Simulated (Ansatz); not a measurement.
Born–Oppenheimer molecular dynamics of H$_{4}$Si (5 atoms, charge 0, multiplicity 1). It starts from a relaxed structure.

Level of theory: RKS CAM-B3LYP-D4/def2-TZVP (Ansatz).

- ensemble: NVT, Nosé–Hoover chain
- time step: 0.5 fs
- steps asked: 300
- set temperature: 500 K
- thermostat: time constant 100 fs, chain length 3 (defaults)
- seed: 665938

Frames 10 fs apart, positions in Å.

Velocities at 30.0 fs (Å/ps):

```
Si -0.46 1.13 0.11
H -20.89 -6.51 -8.22
H 5.69 -11.02 -20.10
H 10.83 -17.00 14.08
H 17.16 3.10 11.14
```

```xyz
5
Properties=species:S:1:pos:R:3 time_fs=30.0 energy_less_start_eV=0.084 T=293
Si -0.004 -0.007 -0.002
H 0.114 0.068 1.457
H 1.417 0.095 -0.392
H -0.655 1.209 -0.494
H -0.743 -1.163 -0.521
5
Properties=species:S:1:pos:R:3 time_fs=40.0 energy_less_start_eV=0.150 T=139
Si 0.006 0.005 0.001
H -0.137 -0.050 1.505
H 1.338 -0.084 -0.597
H -0.726 1.272 -0.476
H -0.641 -1.287 -0.463
5
Properties=species:S:1:pos:R:3 time_fs=50.0 energy_less_start_eV=0.046 T=413
Si 0.003 0.006 0.003
H -0.056 -0.061 1.471
H 1.394 -0.071 -0.553
H -0.719 1.156 -0.503
H -0.685 -1.192 -0.479
5
Properties=species:S:1:pos:R:3 time_fs=60.0 energy_less_start_eV=0.144 T=179
Si -0.005 -0.008 -0.001
H 0.149 0.059 1.446
H 1.427 0.102 -0.359
H -0.661 1.184 -0.510
H -0.774 -1.126 -0.533
5
Properties=species:S:1:pos:R:3 time_fs=70.0 energy_less_start_eV=0.090 T=340
Si 0.000 -0.004 -0.001
H -0.021 0.036 1.517
H 1.374 0.012 -0.514
H -0.658 1.316 -0.459
H -0.692 -1.260 -0.497
5
Properties=species:S:1:pos:R:3 time_fs=80.0 energy_less_start_eV=0.132 T=251
Si 0.006 0.010 0.004
H -0.142 -0.099 1.462
H 1.350 -0.139 -0.625
H -0.716 1.185 -0.474
H -0.647 -1.226 -0.452
5
Properties=species:S:1:pos:R:3 time_fs=90.0 energy_less_start_eV=0.088 T=400
Si -0.001 0.000 0.001
H 0.086 -0.030 1.455
H 1.429 0.002 -0.423
H -0.704 1.137 -0.527
H -0.778 -1.114 -0.520
5
Properties=species:S:1:pos:R:3 time_fs=100.0 energy_less_start_eV=0.163 T=234
Si -0.004 -0.011 -0.002
H 0.111 0.090 1.502
H 1.391 0.086 -0.416
H -0.619 1.332 -0.470
H -0.772 -1.203 -0.542
5
Properties=species:S:1:pos:R:3 time_fs=110.0 energy_less_start_eV=0.116 T=400
Si 0.003 0.004 0.001
H -0.136 -0.044 1.476
H 1.353 -0.103 -0.632
H -0.641 1.263 -0.416
H -0.640 -1.242 -0.450
5
Properties=species:S:1:pos:R:3 time_fs=120.0 energy_less_start_eV=0.121 T=428
Si 0.004 0.010 0.003
H -0.025 -0.128 1.443
H 1.392 -0.134 -0.531
H -0.725 1.117 -0.510
H -0.750 -1.133 -0.488
5
Properties=species:S:1:pos:R:3 time_fs=130.0 energy_less_start_eV=0.207 T=255
Si -0.001 -0.009 -0.001
H 0.171 0.030 1.501
H 1.401 0.052 -0.377
H -0.674 1.293 -0.529
H -0.852 -1.127 -0.570
5
Properties=species:S:1:pos:R:3 time_fs=140.0 energy_less_start_eV=0.116 T=542
Si -0.004 -0.006 -0.003
H -0.037 0.063 1.489
H 1.381 0.004 -0.569
H -0.522 1.339 -0.354
H -0.688 -1.228 -0.483
```

Of the whole run (150 fs, mean temperature of the second half 352 K): The conserved energy stayed within 0.26 meV per atom of its start (net change 0.21 meV per atom), so the integration is sound. The mean temperature of the second half is 30 % below the set value. A run of 0.15 ps of so small a system gives no equilibrium averages.

Run time: 4 min on 1 thread of Arm Neoverse V1, on a shared host, peak memory 0.098 GiB.
